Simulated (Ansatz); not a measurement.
# HSiC⁺, triplet: the ladder up to UCCSDTQ

Geometry: that of the HSiC, quartet, kept fixed.

```
atom   x (Å)    y (Å)    z (Å)
  Si  0.0000  -0.0832   0.5272
   C  0.0000   0.0762  -1.3058
   H  0.0000   1.4109   0.8685
```

Basis cc-pVDZ; Ansatz 0.2.0. Correlated methods freeze the noble-gas cores, which leaves 8 electrons in 31 orbitals. Prefix R: restricted or restricted open-shell reference; prefix U: unrestricted. Active spaces: valence = (8e, 9o) chosen from the atoms' valence shells.

Full CI isn't at hand for all of this; UCCSDTQ serves as the reference, and is uncertain by about the last step of the cluster series. The frozen core follows each run's orbitals, which can shift R against U totals by a few meV.

Unrestricted rows (U) aren't spin-pure: their determinants' ⟨S²⟩ exceeds S(S+1) by up to 0.45, so they mix in states of higher spin. Coupled cluster chose its determinant by trial CCSD, here up to 0.43 eV above the lowest Hartree–Fock solution of its kind, and MP2 stands on that determinant too.

```
UHF ⟨S²⟩                            : 2.771
⟨S²⟩ of the determinant under UCCSD : 2.450
T1 diagnostic (RCCSD)               : 0.0771
largest doubles amplitude (RCCSD)   : 0.172
T1 diagnostic (UCCSD)               : 0.1031
```

**Question.** From what is known of these methods and the diagnostics, rank them by the size of their error in total energy against UCCSDTQ in cc-pVDZ, smallest first (an estimate: the text doesn't fix the numbers).
A. UCCSDT(Q)
B. RCCSDT(Q)
C. UCCSDT
D. BCCD(T)
E. UMP2

**Answer.** B (0.00 kcal/mol), A (0.25 kcal/mol), C (0.74 kcal/mol), D (2.55 kcal/mol), E (43.69 kcal/mol).

All errors are against UCCSDTQ in cc-pVDZ. Below it: UCCSDT(Q). With T1 at 0.077 and a doubles amplitude of 0.17 one determinant is a poor start. Within each family the higher level lies nearer, as is usual though not guaranteed.

The program itself flagged as in doubt: BCCD(T).

Natural occupations of CASSCF (valence space) about the gap: 1.977 1.948 1.804 1.008 0.976 0.185 0.046 0.027 0.027; effectively unpaired electrons, Σ n²(2−n)², 2.26.
